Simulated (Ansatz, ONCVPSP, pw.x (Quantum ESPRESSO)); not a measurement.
**From atom to crystal: ONCV potential for Te**

| Quantity | Value |
| --- | --- |
| Element | Te (Z = 52) |
| Generator | ONCVPSP 4.0.1.1 (patched build) |
| Type | optimised norm-conserving Vanderbilt (ONCV) |
| Functional | PBEsol |
| Relativity | scalar-relativistic |
| Frozen core | [Ar] 3d10 |
| Valence charge | 24 |
| Reference configuration | 4s2 4p6 4d10 5s2 5p2 (charge +2) |
| Partial waves | 4s+5s: rc 1.45 bohr, ncon 4, nbas 8, qcut 10.3 1/bohr, 2 projectors; 4p+5p: rc 1.35 bohr, ncon 3, nbas 8, qcut 9.6 1/bohr, 2 projectors; 4d: rc 1.45 bohr, ncon 4, nbas 8, qcut 10.2 1/bohr, 1 projector |
| Local potential | polynomial inside 0.90 bohr (lpopt 1, dvloc0 0 Ha) |
| Core correction | none |

Atomic tests: cutoffs needed: 41 Ha and 47 Ha (the cutoffs (Ha) at which the residual kinetic energy of the hardest occupied pseudo-wave falls to 1 and 0.1 mHa per electron); ghost test: no bound ghost flagged; GHOST(+) flagged for s at 275.2 eV; largest excitation error: -6.7 meV (all-electron minus pseudo) for 4s2 4p6 4d10 5s2 5p1, out of 4 test configurations.

Crystal test: bcc Te in pw.x 7.5, no spin, 12³ k-points, Fermi–Dirac smearing 0.01 Ry, cutoffs 110/440 Ry. The reference is all-electron LAPW (Ansatz 0.2.0) with the same functional, mesh and smearing; V0 and B0 come from Birch–Murnaghan fits to the pressures at five volumes. Errors are pseudo minus all-electron; Δ is the rms difference of the E(V) curves that follow from these fits, minima aligned, over ±6 % about the mean V0. Mesh and smearing are coarse, so the numbers serve the comparison and aren't converged zero-temperature values; the lattice is a test structure that the element need not adopt.

All-electron: a0 = 3.776 Å (V0 = 26.93 Å³/atom), B0 = 64.5 GPa.

Q: How far does the potential miss the all-electron equation of state?

A: mean pressure error (GPa): +0.19; a0 (Å): 3.780; a0 error (%): +0.10; B0 error (%): -0.4; Δ (meV/atom): 1.1.

| V (Å³/atom) | P all-electron (GPa) | P pseudo (GPa) |
| --- | --- | --- |
| 25.579 | 3.77 | 4.00 |
| 26.252 | 1.75 | 1.96 |
| 26.925 | 0.01 | 0.20 |
| 27.598 | -1.49 | -1.32 |
| 28.271 | -2.78 | -2.62 |

Q: At the middle volume, how do free energy and pressure move when the wave cutoff is lowered (ecutrho kept at four times it)?

A:

```csv
cutoff (Ry),shift of F (meV/atom),shift of P (GPa)
50,+28606.3,-631.05
66,+3858.5,-142.47
88,+85.8,-6.56
```

Input at the middle volume:

```
&control
  calculation='scf', prefix='x', pseudo_dir='./', outdir='./tmp', tstress=.true., disk_io='none'
/
&system
  ibrav=0, nat=1, ntyp=1, ecutwfc=110, ecutrho=440, nbnd=21,
  occupations='smearing', smearing='fd', degauss=0.01
/
&electrons
  conv_thr=1e-09, mixing_beta=0.4, electron_maxstep=70
/
ATOMIC_SPECIES
Te 1.0 Te.UPF
CELL_PARAMETERS angstrom
  -1.88813006 1.88813006 1.88813006
  1.88813006 -1.88813006 1.88813006
  1.88813006 1.88813006 -1.88813006
ATOMIC_POSITIONS crystal
Te 0.0000 0.0000 0.0000
K_POINTS automatic
12 12 12 0 0 0
```

```bash
pw.x < Te.scf.in > Te.scf.out
```

Lines of the output:

```
Message from routine setup:
     using ibrav=0 with symmetry is DISCOURAGED, use correct ibrav instead
     lattice parameter (alat)  =       6.1800  a.u.
     unit-cell volume          =     181.6989 (a.u.)^3
     number of electrons       =        24.00
     number of Kohn-Sham states=           21
     kinetic-energy cutoff     =     110.0000  Ry
     charge density cutoff     =     440.0000  Ry
     scf convergence threshold =      1.0E-09
     Exchange-correlation= PBESOL
     number of k points=    72  Fermi-Dirac smearing, width (Ry)=  0.0100
     iteration #  1     ecut=   110.00 Ry     beta= 0.40
     total energy              =    -534.74401587 Ry
     estimated scf accuracy    <       6.34031958 Ry
     iteration #  2     ecut=   110.00 Ry     beta= 0.40
     total energy              =    -535.54599858 Ry
     estimated scf accuracy    <       0.28114235 Ry
     iteration #  3     ecut=   110.00 Ry     beta= 0.40
     total energy              =    -535.59206468 Ry
     estimated scf accuracy    <       0.01269490 Ry
     iteration #  4     ecut=   110.00 Ry     beta= 0.40
     total energy              =    -535.59345790 Ry
     estimated scf accuracy    <       0.00047160 Ry
     iteration #  5     ecut=   110.00 Ry     beta= 0.40
     total energy              =    -535.59357347 Ry
     estimated scf accuracy    <       0.00004415 Ry
     iteration #  6     ecut=   110.00 Ry     beta= 0.40
     total energy              =    -535.59357956 Ry
     estimated scf accuracy    <       0.00000084 Ry
     iteration #  7     ecut=   110.00 Ry     beta= 0.40
     total energy              =    -535.59357967 Ry
     estimated scf accuracy    <       0.00000008 Ry
     iteration #  8     ecut=   110.00 Ry     beta= 0.40
     total energy              =    -535.59357968 Ry
     estimated scf accuracy    <          2.3E-09 Ry
     iteration #  9     ecut=   110.00 Ry     beta= 0.40
     the Fermi energy is    14.0046 ev
!    total energy              =    -535.59357968 Ry
     estimated scf accuracy    <          1.7E-10 Ry
     smearing contrib. (-TS)   =      -0.00291798 Ry
     The total energy is F=E-TS. E is the sum of the following terms:
     one-electron contribution =    -378.57766736 Ry
     hartree contribution      =     177.21937999 Ry
     xc contribution           =     -40.48659862 Ry
     ewald contribution        =    -293.74577571 Ry
     convergence has been achieved in   9 iterations
          total   stress  (Ry/bohr**3)                   (kbar)     P=        1.99
     Message from routine punch:
     Nothing written, as per user request (disk_io='none')
```

The run at the middle volume (72 k-points, 9 iterations) took about 3.1 min on one core of a shared host (Neoverse-N1, 64 threads, 124 GiB, load 52).
